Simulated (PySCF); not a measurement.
# H3O+ (oxonium) at 6 levels

Wanted: a comparison of 6 runs (PBE/6-31G, r2SCAN/6-31G, UMP2/6-31G, CCSDTQ/6-31G, NEVPT2(8,7)/6-31G, UCCSD(T)/6-31G) of H3O+ (oxonium). Input form: a Python script.

Program for the calculation: PySCF 2.14.0.

## (1) Starting point

The species is H3O+ (4 atoms), meant as a singlet with charge +1. As SMILES, `[OH3+]`. The O1–H3 distance was set to 1.174 Å, away from the relaxed value.

Bond lengths: O1–H2 0.978 Å, O1–H4 0.978 Å. Angles: H2–O1–H4 113.0°.

## (2) The energy at PBE/6-31G (run 1)

Contents of run.py:

```python
from pyscf import gto, dft

mol = gto.Mole()
mol.atom = '''
O    0.300114   0.005603   0.090130
H    0.337204   0.980743   0.158030
H   -0.408890  -0.368290  -0.767380
H    0.126004  -0.431147   0.947910
'''
mol.spin = 0
mol.basis = '6-31g'
mol.verbose = 3
mol.charge = 1
mol.max_memory = 1860
mol.build()

calc0 = dft.RKS(mol)
calc0.xc = 'pbe'
calc0.grids.level = 5
calc0.conv_tol = 1e-10
calc0.kernel()
if not calc0.converged:
    calc0 = calc0.newton().run(calc0.mo_coeff, calc0.mo_occ)

e_tot = calc0.e_tot
print('E(%s) = %.9f' % ('PBE', e_tot))
```

Started as:

```console
$ OMP_NUM_THREADS=1 python run.py
```

Output:

```text
converged SCF energy = -76.5698912614849
E(PBE) = -76.569891261
```

It took 1.7 s on 1 thread of Intel Xeon Platinum 8375C at 2.90GHz (Ice Lake), shared host; peak memory 0.16 GiB.

## (3) The energy at r2SCAN/6-31G (run 2)

Contents of job.py:

```python
from pyscf import gto, dft

mol = gto.M(
    atom='''
O      0.567133     0.010588     0.170321
H      0.637223     1.853336     0.298633
H     -0.772690    -0.695967    -1.450138
H      0.238113    -0.814750     1.791290
''',
    unit='bohr',
    spin=0,
    max_memory=1860,
    verbose=3,
    charge=1,
    basis='6-31g',
)

calc0 = dft.RKS(mol, xc='r2scan')
calc0.conv_tol = 1e-10
calc0.grids.level = 5
calc0.kernel()
if not calc0.converged:
    calc0 = calc0.newton().run(calc0.mo_coeff, calc0.mo_occ)

energy = calc0.e_tot
print('E = %.10f Eh' % energy)
```

Started as:

```console
$ OMP_NUM_THREADS=1 python job.py
```

Output:

```text
converged SCF energy = -76.6109725278986
E = -76.6109725279 Eh
```

Run time: 2 s. Hardware: 1 thread of Intel Xeon Platinum 8375C at 2.90GHz (Ice Lake), shared host; peak memory 0.17 GiB.

Runs 3 to 5 aren't shown in full; the table further down has their settings and results.

## (4) A single-point energy at UCCSD(T)/6-31G (run 6)

Contents of input.xyz:

```xyz
4

O      0.300114     0.005603     0.090130
H      0.337204     0.980743     0.158030
H     -0.408890    -0.368290    -0.767380
H      0.126004    -0.431147     0.947910
```

Contents of job.py:

```python
from pyscf import gto, cc

mol = gto.M(
    atom='input.xyz',
    max_memory=1860,
    verbose=3,
    basis='6-31g',
    charge=1,
)

mf = mol.UHF()
mf.conv_tol = 1e-10
mf.kernel()
if not mf.converged:
    mf = mf.newton().run(mf.mo_coeff, mf.mo_occ)
for _ in range(3):
    mo, _, stable, _ = mf.stability(return_status=True)
    if stable:
        break
    mf.kernel(mf.make_rdm1(mo, mf.mo_occ))

mycc = cc.CCSD(mf, frozen=1)
mycc.kernel()
e_t = mycc.ccsd_t()
energy = mycc.e_tot + e_t
print('Final energy', energy)
```

Started as:

```console
$ OMP_NUM_THREADS=1 python job.py
```

Output:

```text
converged SCF energy = -76.2434343903332  <S^2> = 5.8760996e-11  2S+1 = 1
<class 'pyscf.scf.uhf.UHF'> wavefunction is stable in the internal stability analysis
E(UCCSD) = -76.38704063466525  E_corr = -0.1436062443320644
UCCSD(T) correction = -0.00127048198217719
Final energy -76.38831111664743
```

Run time: 0.85 s. Hardware: 1 thread of Intel Xeon Platinum 8375C at 2.90GHz (Ice Lake), shared host; peak memory 0.12 GiB.

## (5) Overview of the runs

```csv
run,level,integration grid,frozen core orbitals,energy (Eh),HOMO energy (eV),LUMO energy (eV),HOMO–LUMO gap (eV),wall time
1,PBE/6-31G,5,–,-76.569891,-17.65,-9.26,8.39,1.7 s
2,r2SCAN/6-31G,5,–,-76.610973,-18.22,-8.46,9.76,2 s
3,UMP2/6-31G,–,1,-76.379219,-25.16,-4.21,20.95,0.65 s
4,CCSDTQ/6-31G,–,1,-76.388890,-25.16,-4.21,20.95,82 s
5,"NEVPT2(8,7)/6-31G",–,–,-76.379203,-25.16,-4.21,20.95,1.4 s
6,UCCSD(T)/6-31G,–,1,-76.388311,-25.16,-4.21,20.95,0.85 s
```

## (6) Outcome

| quantity | value |
| --- | --- |
| run 6: total energy | -76.38831 Eh |
| run 6: HOMO energy (Hartree–Fock orbitals) | -25.16 eV |
| run 6: LUMO energy (Hartree–Fock orbitals) | -4.21 eV |
| run 6: HOMO–LUMO gap (Hartree–Fock orbitals) | 20.95 eV |
| run 6: correlation energy (1 core orbital frozen) | -144.9 mEh |
| run 6: (T) correction | -1.27 mEh |
| run 6: T1 diagnostic | 0.010 |

What this shows: Totals of different functionals can't be ranked against each other. All runs together took 89 s, the longest 82 s.
